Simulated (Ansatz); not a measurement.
**How far each method lies from full CI for GaH$_{3}$, triplet**

Geometry: a point of a stretch scan, not a stationary point.

```
atom    x (Å)    y (Å)    z (Å)
  Ga  -0.0092   0.0334  -0.0888
   H  -0.0092  -1.4720  -0.5846
   H   1.0614  -0.6212   4.9204
   H  -0.4146  -0.2145   1.8081
```

Basis cc-pVDZ; Ansatz 0.2.0. Correlated methods freeze the noble-gas cores and the filled d shells of p-block atoms, which leaves 6 electrons in 28 orbitals. R marks a restricted (for open shells ROHF) determinant, U an unrestricted one. Active spaces: valence = (6e, 7o) chosen from the atoms' valence shells; pair = (4e, 4o) about the gap. No spin–orbit coupling is included, and no scalar relativity.

Full CI is exact within this basis and frozen core; it isn't the basis-set limit. The frozen core follows each run's orbitals, which can shift R against U totals by a few meV for light atoms and by up to 0.1 eV past Ca.

For open shells CISD is restricted-active-space CI with the open shells as a complete middle space.

* UHF ⟨S²⟩: 2.027
* T1 diagnostic (RCCSD): 0.0291
* largest doubles amplitude (RCCSD): 0.049

```
                   level  E − E(full CI) (kcal/mol)  share of correlation (%)  wall time
                     RHF                      51.64                      0.00          –
                    RMP2                      14.98                     70.98          –
                    CISD                       2.70                     94.78     0.85 s
                   RCCSD                       1.38                     97.34          –
                RCCSD(T)                       0.40                     99.23      1.4 s
                 BCCD(T)                       0.39                     99.25      1.6 s
                  RCCSDT                       0.00                    100.01          –
               RCCSDT(Q)                      -0.02                    100.04      5.5 s
     CASSCF (pair space)                      38.32                     25.79          –
     NEVPT2 (pair space)                      11.81                     77.12      1.3 s
     MRCISD (pair space)                       1.49                     97.12          –
   MRCISD+Q (pair space)                      -0.29                    100.56      1.2 s
  CASSCF (valence space)                      25.26                     51.08          –
  NEVPT2 (valence space)                       8.04                     84.43      3.8 s
  MRCISD (valence space)                       0.53                     98.97          –
MRCISD+Q (valence space)                      -0.16                    100.30      4.3 s
```

The correlation energy at full CI, counted from RHF, is -2.239 eV. That run took 59 s on 1 thread of Arm Neoverse V1, shared host over 10,732,176 determinants.

Run but not shown, since their state or frozen core can't be matched to the reference's or they repeat it: UHF, UMP2, UCCSD, UCCSD(T), UCCSDT, UCCSDT(Q).

Times hold each run's SCF and search for its determinant on a shared host, so for small cases they say little of a method's own cost; they ran on 1 thread of Arm Neoverse V1.

Not variational, and here over 5 meV under the exact energy: MRCISD+Q (pair space), MRCISD+Q (valence space).

The full-CI state has the irrep A of C1, in the program's axes.

Natural occupations of full CI about the gap: 1.951 1.922 1.000 0.994 0.047 0.024 0.019 0.008 0.007 0.006; effectively unpaired electrons, Σ n²(2−n)², 2.04.
